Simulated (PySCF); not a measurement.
**Which basis set comes closest?**

Molecule: Anisole (COc1ccccc1, C$_{7}$H$_{8}$O).

Mapped SMILES: `[CH3:1][O:2][c:3]1[cH:4][cH:5][cH:6][cH:7][cH:8]1`. Hydrogens are named by the atom that carries them.

Geometry PBE0-D3(BJ)/def2-SVP throughout; GIAO in PySCF, gas phase, one conformer, non-relativistic; equivalent atoms averaged; functional PBE0.

Reference values (estimated from measurements, as parent shift plus tabulated substituent increments; solution, not stated per compound (mostly CDCl3 or CCl4); Pretsch, Buehlmann, Badertscher, Structure Determination of Organic Compounds, 4th ed. (2009)): δ(C4/C8) = 114.1 ppm, δ(C5/C7) = 129.5 ppm, δ(C6) = 120.8 ppm, δ(H(C4)/H(C8)) = 6.90 ppm, δ(H(C5)/H(C7)) = 7.29 ppm, δ(H(C6)) = 6.94 ppm. Computed shifts are taken against TMS, calculated as an isolated molecule at each level.

Question: How do the basis sets STO-3G, pcSseg-0, 6-31G, 6-31G*, cc-pVDZ, def2-SVP, pcSseg-1, aug-cc-pVDZ, 6-311+G(2d,p), def2-TZVP perform against the reference? Times are CPU seconds on shared hosts with different chips, so compare them loosely.

Answer: 
```tsv
basis set	functions	C4/C8	C5/C7	C6	H(C4)/H(C8)	H(C5)/H(C7)	H(C6)	mean abs. error C	mean abs. error H	core-s
STO-3G	48	100.5	111.1	104.7	6.36	6.88	6.56	16.0	0.44	7.6
pcSseg-0	88	124.0	139.6	129.6	6.69	7.25	6.85	9.6	0.11	8
6-31G	88	111.0	125.5	116.8	6.79	7.30	6.95	3.7	0.04	15
6-31G*	128	107.7	123.4	113.9	6.59	7.21	6.81	6.5	0.17	23
cc-pVDZ	152	112.4	129.1	119.3	6.63	7.22	6.85	1.2	0.14	17
def2-SVP	152	111.3	127.6	117.5	6.62	7.16	6.74	2.7	0.20	16
pcSseg-1	176	117.2	135.1	124.8	6.83	7.38	7.00	4.2	0.07	18
aug-cc-pVDZ	256	111.4	128.3	118.4	7.03	7.54	7.14	2.1	0.19	41
6-311+G(2d,p)	264	115.7	133.1	122.9	7.03	7.51	7.11	2.4	0.17	67
def2-TZVP	296	116.9	134.7	124.2	7.00	7.52	7.11	3.8	0.17	49
```

For 13C the closest is cc-pVDZ (1.2 ppm) and the furthest STO-3G (16.0 ppm).

For 1H the closest is 6-31G (0.04 ppm, with pcSseg-1 practically level) and the furthest STO-3G (0.44 ppm). Where a smaller basis beats a larger one, errors probably cancel. One molecule is a small sample, and vibrational and solvent effects are absent from the calculation.

A small basis that lands close on one nucleus may do so by chance; judge by the trend and by all nuclei.
